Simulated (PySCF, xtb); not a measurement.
LiF, SMILES [Li][F].

GFN2-xTB run with xtb 6.7.1 at its own geometry gives an orbital gap of 5.17 eV and a dipole moment of 6.06 D.

The structure is a stationary point at PBE0-D3(BJ)/def2-TZVPD.

Q: What does PySCF with r2SCAN/def2-TZVPD give? (An estimate is asked for; the answer gives what the named calculation found.)

A: gap 5.56 eV (levels -6.36 and -0.81 eV), dipole 6.26 D.
